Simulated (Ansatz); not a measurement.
We consider rock-salt SnTe (cubic form, which distorts at low temperature), described by PBE+SOC (plane waves, PAW; Ansatz, a program for electronic structure).

Output (set-up and result lines):

```
Crystal: 2 atoms, lattice volume = 61.870 Å³
Basis set: ecut = 520 eV, 1687 PW (Γ), exchange–correlation on 72×72×72 points (8 copies of the dense FFT grid, shifted against one another)
Bands: 38, of which v1, the nominal top of the filled ones, is band 30 counted from 1 (29 counted from 0)
Symmetry: 48 space group operations + 48 with time reversal
k-points: 47 of 1000
Initial density: superposition of atomic densities (chi_scale 0.1, normalization cell, long waves kept (reshape's long-wave potential 0.00 eV rms))
Functional: x = pbe(κ = 0.804, μ = 0.2195149727645171), c = pbe(β = 0.06672455060314922)
SCF 1 converged in 9 iterations: F = -13009.566200 eV  dr2 = 4.91e-12
SCF converged after 9 iterations
Free energy (F): -13009.566200 eV
Internal energy: -13009.566200 eV  (E = F + TS)
E sigma→0 (E₀):  -13009.566200 eV
Fermi energy:    9.881020 eV
--- Forces (eV/Å), atoms counted from 1 ---
  atom   1  Sn     0.00000000    -0.00000000     0.00000000
  atom   2  Te     0.00000000    -0.00000000    -0.00000000
--- Stress (GPa, compression-positive) ---
        2.862364      -0.000000       0.000000
       -0.000000       2.862364      -0.000000
       -0.000000       0.000000       2.862364
  P = ⅓ Tr σ = 2.8624 GPa (28.624 kbar)
```

**Question.** Write an input file that could have produced this run (the log leaves some choices open).

**Answer.** This is not unique; one that fits is 
Ansatz 0.2 input:
```yaml
crystal:
  lattice:
    - [0.0, 3.1391890645, 3.1391890645]
    - [3.1391890645, 0.0, 3.1391890645]
    - [3.1391890645, 3.1391890645, 0.0]
  atoms:
    - { symbol: Sn, position: [0.0, 0.0, 0.0] }
    - { symbol: Te, position: [0.5, 0.5, 0.5] }
basis:
  ecutwfc: 520
  ecutrho_ratio: 4
  xc_grid: 2
kpoints:
  mp_grid: { grid: [10, 10, 10] }
hamiltonian:
  xc: pbe
  dispersion: none
  pseudopotentials: { kind: paw }
scf:
  occupations: { method: fermi_dirac, width: 0.01 }
  convergence: { dr2_threshold: 0.0000000002 }
output:
  forces: true
  stress: true
  eigenvalues: true
magnetization:
  noncollinear: true
  spin_orbit: true
```

The cell is one volume of an energy–volume scan, off the minimum.

Note: symmetry holds this phase in the static calculation, where it need not be a minimum.
